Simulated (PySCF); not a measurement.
## Electric field gradients and quadrupole coupling constants

Species: C₃H₄F₂O.
Geometry (PBE0-D3(BJ)/def2-SVP, Å), atoms numbered from 1 in this order:
```xyz
10
C3H4F2O angstrom
F      2.4501    1.0675    0.6303
C      1.2471    0.6746    0.2085
C      0.6392   -0.3580    0.8021
O     -0.5637   -0.8743    0.4888
C     -1.2430   -0.2988   -0.5729
F     -2.3774   -0.9939   -0.7402
H      0.8629    1.2701   -0.6223
H      1.1189   -0.8783    1.6338
H     -1.4872    0.7590   -0.3470
H     -0.6323   -0.3584   -1.4965
```

Field gradients from the PBE0/pcSseg-1 density (PySCF, non-relativistic), principal values in atomic units, ordered |Vxx| ≤ |Vyy| ≤ |Vzz|:

| atom | Vxx | Vyy | Vzz |
| --- | --- | --- | --- |
| O4 | -0.1964 | -1.6733 | 1.8697 |

Question: Find the asymmetry η = (Vxx − Vyy)/Vzz and the couplings χ = eQV/h (234.96 MHz × Q in barn × V in au), with Q(17O) = −0.0256 b.

Answer: 
| atom | environment | nucleus | η | χzz (MHz) | χxx (MHz) | χyy (MHz) |
| --- | --- | --- | --- | --- | --- | --- |
| O4 | ether oxygen | 17O | 0.79 | -11.25 | 1.18 | 10.06 |

Question: What is Vzz at O4 in SI units (1 au = 9.71736 × 10²¹ V/m²)?

Answer: 1.8697 au = 18.168 × 10²¹ V/m².

Question: And the gradient at the other heavy atoms, for which no coupling is worked out here?

Answer: 
```
atom                    environment  Vzz (au)     η
  F1                 vinyl fluorine     3.055  0.06
  C2             vinylic C–F carbon     0.435  0.49
  C3  vinylic carbon bearing oxygen    -0.306  0.56
  C5                 sp3 C–F carbon    -0.458  0.77
  F6                 alkyl fluorine     3.079  0.12
```

Question: What couplings would deuterons (Q(2H) = 0.00286 b) have in place of the hydrogens, at this geometry?

Answer: 
| atom | bonded to | bond length (Å) | Vzz (au) | η | χzz (kHz) |
| --- | --- | --- | --- | --- | --- |
| H7 | C2 | 1.092 | 0.2998 | 0.17 | 201 |
| H8 | C3 | 1.092 | 0.2986 | 0.11 | 201 |
| H9 | C5 | 1.109 | 0.2544 | 0.07 | 171 |
| H10 | C5 | 1.109 | 0.2539 | 0.07 | 171 |

Geometry: PBE0-D3(BJ)/def2-SVP, one conformer, isolated molecule. With so small a basis the couplings can be 20 % off.
